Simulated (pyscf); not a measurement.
Thermochemistry of product channels of H₂B–CH₃ + HCl on the singlet surface, in kcal/mol, from ωB97M-D3(BJ)/def2-TZVP energies (ideal gas, 1 atm, RRHO with modes under 100 cm⁻¹ raised to 100, one conformer, R ln 2 for rigid chiral ones). PySCF, gas phase, ωB97X-D3(BJ)/def2-SVP geometries.

| products | ΔE | ΔH(298 K) | ΔG(298 K) | ΔG(1200 K) |
|---|---|---|---|---|
| H₂B–CH₂–Cl + H₂ | [?] | +18.1 | +20.2 | +25.4 |
| H₃C–BH–Cl + H₂ | [?] | -22.0 | -20.5 | -17.4 |

Q: Complete the blanks.

A: 
- H₂B–CH₂–Cl + H₂, ΔE: +20.1
- H₃C–BH–Cl + H₂, ΔE: -20.7

These are energies of the channels, which say nothing of barriers.
